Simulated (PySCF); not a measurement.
```xyz
9

C     -0.8202     0.2952    -0.2684
C      0.3316    -0.5131     0.2874
O      1.4571     0.2805     0.6033
H     -1.6889    -0.3421    -0.4534
H     -0.5481     0.7657    -1.2186
H     -1.1102     1.0823     0.4308
H      0.6039    -1.3157    -0.4127
H      0.0398    -0.9918     1.2251
H      1.7349     0.7391    -0.1935
```

Charge 0, multiplicity 1.

Question: Give the Mulliken and meta-Löwdin atomic charges from PBE-D3(BJ)/def2-TZVP // PBE0-D3(BJ)/def2-TZVP (PySCF).

Answer: 
| atom | Mulliken (e) | meta-Löwdin (e) |
|---|---|---|
| C1 | -0.36 | -0.37 |
| C2 | -0.03 | 0.00 |
| O3 | -0.41 | -0.53 |
| H4 | 0.11 | 0.12 |
| H5 | 0.10 | 0.11 |
| H6 | 0.12 | 0.12 |
| H7 | 0.08 | 0.09 |
| H8 | 0.10 | 0.12 |
| H9 | 0.29 | 0.33 |
